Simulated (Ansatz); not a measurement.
Geometry optimisation, UKS PBE-D4/def2-SVP (Ansatz 0.2.0).

Input:

```yaml
crystal:
  periodic: [false, false, false]
  atoms:
    - { symbol: C, position_ang: [1.40642, 0.89297, 0.87031] }
    - { symbol: Si, position_ang: [0.15607, 0.09966, 0.09663] }
    - { symbol: Cl, position_ang: [-1.56249, -0.99263, -0.96694] }
total_charge: -1
magnetization:
  spin_polarized: true
basis:
  gaussian: { orbitals: def2-SVP }
hamiltonian:
  xc: pbe
  dispersion: d4
relax:
  f_tol: 0.02
  max_steps: 40
output:
  orbitals: {}
```

Launched with:

```bash
$ ansatz run input.yaml --threads 1 --pin off --max-ram 2048MiB --backend cpu --events-out ev --progress --plain --runs-dir out
```

Problem. Where does it end, and by what steps?

Solution. It converged. Limits of this set-up: an anion without diffuse functions, the dipole of an ion depends on the origin. After 3 steps the energy has fallen by 0.039 eV; Cl3 moved furthest, 0.05 Å.

| step | energy less start (eV) | largest force component (eV/Å) | accepted |
| --- | --- | --- | --- |
| 0 | 0.0000 | 1.148 | yes |
| 1 | -0.0293 | 0.593 | yes |
| 2 | -0.0391 | 0.042 | yes |
| 3 | -0.0392 | 0.004 | yes |

```xyz
3
Properties=species:S:1:pos:R:3
C 1.401 0.889 0.867
Si 0.128 0.082 0.079
Cl -1.529 -0.971 -0.946
```

Whether the end is a true minimum wasn't checked by a vibrational analysis.

Run time: 10 s on 1 thread of Arm Neoverse V1 (shared host), peak memory 0.12 GiB.
